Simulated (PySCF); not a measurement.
**Basis-set dependence of population analyses: `C=CC(F)(F)F`**

Species: C₃H₃F₃.
Numbering: `[CH2:1]=[CH:2][C:3]([F:4])([F:5])[F:6]` (hydrogens: H7, H8 on C1; H9 on C2)

Structure used (PBE0-D3(BJ)/def2-SVP), in Å, numbered top down from 1:
```
atom  x, y, z in Å
C1    -1.3424    0.1049   -0.3248
C2    -0.2660    0.3559    0.4132
C3     1.0740   -0.2468    0.1383
F4     1.0465   -1.1169   -0.8724
F5     1.9704    0.6989   -0.1675
F6     1.5385   -0.8909    1.2155
H7    -2.3044    0.5680   -0.0941
H8    -1.2954   -0.5729   -1.1808
H9    -0.2885    1.0304    1.2742
```

PBE0 throughout (PySCF), one geometry, spherical d and f functions. Geometry: PBE0-D3(BJ)/def2-SVP; no solvent, vibrations or thermal averaging. Atoms taken as equivalent share a column and are averaged.

Mulliken charges (e):

```tsv
basis	functions	C1	C2	C3	F4/F5/F6	H7	H8	H9
STO-3G	33	-0.157	-0.118	+0.333	-0.114	+0.093	+0.095	+0.094
6-31G	60	-0.328	-0.178	+0.739	-0.278	+0.187	+0.201	+0.214
6-31G*	90	-0.371	-0.252	+0.928	-0.302	+0.194	+0.203	+0.205
def2-SVP	99	-0.043	-0.194	+0.570	-0.185	+0.073	+0.078	+0.072
6-311+G(2d,p)	180	-0.274	+0.075	+0.687	-0.299	+0.138	+0.146	+0.126
def2-TZVP	204	-0.241	-0.206	+0.479	-0.160	+0.145	+0.158	+0.145
```

IAO charges (e):

```json
{"basis": "STO-3G", "functions": "33", "C1": "-0.246", "C2": "-0.205", "C3": "+0.445", "F4/F5/F6": "-0.142", "H7": "+0.144", "H8": "+0.142", "H9": "+0.146"}
{"basis": "6-31G", "functions": "60", "C1": "-0.269", "C2": "-0.200", "C3": "+0.734", "F4/F5/F6": "-0.262", "H7": "+0.172", "H8": "+0.174", "H9": "+0.176"}
{"basis": "6-31G*", "functions": "90", "C1": "-0.265", "C2": "-0.198", "C3": "+0.809", "F4/F5/F6": "-0.279", "H7": "+0.162", "H8": "+0.164", "H9": "+0.165"}
{"basis": "def2-SVP", "functions": "99", "C1": "-0.258", "C2": "-0.197", "C3": "+0.803", "F4/F5/F6": "-0.278", "H7": "+0.161", "H8": "+0.162", "H9": "+0.164"}
{"basis": "6-311+G(2d,p)", "functions": "180", "C1": "-0.274", "C2": "-0.201", "C3": "+0.813", "F4/F5/F6": "-0.284", "H7": "+0.170", "H8": "+0.172", "H9": "+0.173"}
{"basis": "def2-TZVP", "functions": "204", "C1": "-0.274", "C2": "-0.203", "C3": "+0.823", "F4/F5/F6": "-0.286", "H7": "+0.169", "H8": "+0.171", "H9": "+0.173"}
```

Hirshfeld charges (e):

| basis | functions | C1 | C2 | C3 | F4/F5/F6 | H7 | H8 | H9 |
| --- | --- | --- | --- | --- | --- | --- | --- | --- |
| STO-3G | 33 | -0.045 | -0.063 | +0.258 | -0.084 | +0.035 | +0.035 | +0.032 |
| 6-31G | 60 | -0.064 | -0.072 | +0.257 | -0.101 | +0.064 | +0.057 | +0.063 |
| 6-31G* | 90 | -0.071 | -0.069 | +0.247 | -0.094 | +0.060 | +0.054 | +0.061 |
| def2-SVP | 99 | -0.072 | -0.076 | +0.251 | -0.092 | +0.061 | +0.052 | +0.058 |
| 6-311+G(2d,p) | 180 | -0.071 | -0.078 | +0.249 | -0.095 | +0.065 | +0.057 | +0.065 |
| def2-TZVP | 204 | -0.073 | -0.076 | +0.247 | -0.094 | +0.064 | +0.056 | +0.064 |

Some averages cover members that differ in this geometry, most widely: F4/F5/F6, Mulliken in 6-311+G(2d,p) -0.339 to -0.279 e.

Task: Which scheme is steadiest as the basis changes?

Result: Largest range over the bases for any column: Hirshfeld 0.03 e, IAO 0.38 e, Mulliken 0.59 e. Hirshfeld charges move least and Mulliken charges most, counted in e. Without the minimal STO-3G basis the ranges are Hirshfeld 0.01, IAO 0.09, Mulliken 0.45 e.

Task: How much do the charges still move between the two largest bases, 6-311+G(2d,p) and def2-TZVP?

Result: At most, over all atoms: Mulliken 0.281 e, IAO 0.011 e, Hirshfeld 0.003 e.

Task: What do the same runs give for the total energy, the frontier levels and the dipole moment?

Result: 
```csv
basis,energy (Eh),HOMO (eV),LUMO (eV),μ (D)
STO-3G,-409.4802,-5.95,2.72,1.13
6-31G,-415.1054,-8.70,-0.57,2.67
6-31G*,-415.2064,-8.40,-0.30,2.11
def2-SVP,-414.9035,-8.67,-0.64,2.23
"6-311+G(2d,p)",-415.3504,-8.76,-0.92,2.43
def2-TZVP,-415.3940,-8.73,-0.82,2.33
```

The dipole is fixed by the density alone, so its range of 1.54 D shows that the density itself changes with the basis, not only its division among atoms.
